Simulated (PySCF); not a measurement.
System (SMILES): [Si-]#[O+] (O-Si).
Geometry (B3LYP-D3(BJ)/def2-TZVP, fixed):
```
Si
O 1 1.5131
```
Charge 0, spin multiplicity 1.

How fast the lowest singlet excitation energy converges with the basis for several methods (PySCF): deviation from each method's own reference, in eV. References: CAM-B3LYP 5.477 eV, the value in aug-pcseg-3; PBE 5.220 eV, the value in aug-pcseg-3; PBE0 5.387 eV, the value in aug-pcseg-3. All functions are spherical. Density fitting with generated auxiliary sets. No added dispersion term, no relativity. Tamm-Dancoff approximation, the state taken by its order.

| basis | functions | CAM-B3LYP | PBE | PBE0 |
|---|---|---|---|---|
| cc-pV(D+d)Z | 37 | 0.024 | 0.159 | ? |
| 6-311++G(2d,2p) | 62 | 0.024 | 0.048 | ? |
| jun-cc-pV(T+d)Z | 87 | 0.006 | 0.010 | ? |
| aug-cc-pV(T+d)Z | 101 | 0.005 | 0.008 | ? |
| cc-pV(Q+d)Z | 119 | 0.005 | 0.021 | ? |
| def2-QZVPPD | 142 | 0.002 | 0.005 | ? |
| cc-pV(5+d)Z | 191 | 0.003 | 0.012 | ? |
| pcseg-4 | 206 | 0.000 | 0.003 | ? |

Problem. Fill in the missing entries.

Solution. 
- cc-pV(D+d)Z, PBE0: 0.069
- 6-311++G(2d,2p), PBE0: 0.032
- jun-cc-pV(T+d)Z, PBE0: 0.008
- aug-cc-pV(T+d)Z, PBE0: 0.006
- cc-pV(Q+d)Z, PBE0: 0.008
- def2-QZVPPD, PBE0: 0.002
- cc-pV(5+d)Z, PBE0: 0.005
- pcseg-4, PBE0: 0.001

Mean absolute deviation over 6-311++G(2d,2p), jun-cc-pV(T+d)Z, aug-cc-pV(T+d)Z: CAM-B3LYP 0.012, PBE0 0.015, PBE 0.022 eV.
